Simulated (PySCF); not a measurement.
Where does methylhydrazine take a proton?

System: methylhydrazine, `CNN` (CH6N2). Coordinates in Å; atoms count from 1 in this order:
```
C    -1.0382    0.2267   -0.1490
N     0.1669   -0.5609   -0.1703
N     1.3059    0.2210    0.0402
H    -1.9039   -0.4305   -0.3285
H    -1.2174    0.7742    0.8028
H    -0.9995    0.9747   -0.9550
H     0.0908   -1.3335    0.4929
H     1.5148    0.3697    1.0314
H     2.1104   -0.2292   -0.3878
```

Level of theory: ωB97X-D3(BJ)/def2-TZVP single points in PySCF, grid level 2; every species was optimised with PBE0-D3(BJ)/def2-SVP. Zero-point and thermal terms (298.15 K, 1 bar) come from unscaled PBE0-D3(BJ)/def2-SVP harmonic frequencies, with soft modes damped to free rotors in the entropy.

| site | product | PA / kcal/mol | GB / kcal/mol | gas share |
| --- | --- | --- | --- | --- |
| N2 (amine nitrogen) | `C[NH2+]N` | 217.8 | 210.2 | > 99.9 % |
| N3 (amine nitrogen) | `CN[NH3+]` | 213.2 | 205.7 | < 0.1 % |

PA is −ΔH and GB is −ΔG of B + H⁺ → BH⁺ in the gas phase. Shares are Boltzmann weights among the listed products; an error of 10 kJ/mol changes a ratio about 56-fold. Sites whose products fell apart, merged with another or lost in a GFN2-xTB screen aren't listed.

Of the listed sites N2 (amine nitrogen) is favoured in the gas phase, 4.5 kcal/mol ahead of N3 in free energy.

Measured values (NIST Chemistry WebBook, evaluated or the median of agreeing entries): proton affinity (−ΔH) 899 kJ/mol (computed 911, difference 13); gas-phase basicity (−ΔG) 866 kJ/mol (computed 879, difference 13). These are compared with the most favourable site that keeps the skeleton.

Structures, frequencies and single points took 2.4 min of wall time on 1 thread of Arm Neoverse V2 (shared host), launched as `OMP_NUM_THREADS=1 python redox_run.py task.json out`.

Differences come from unrounded values, so a last digit can differ from that of the printed terms.
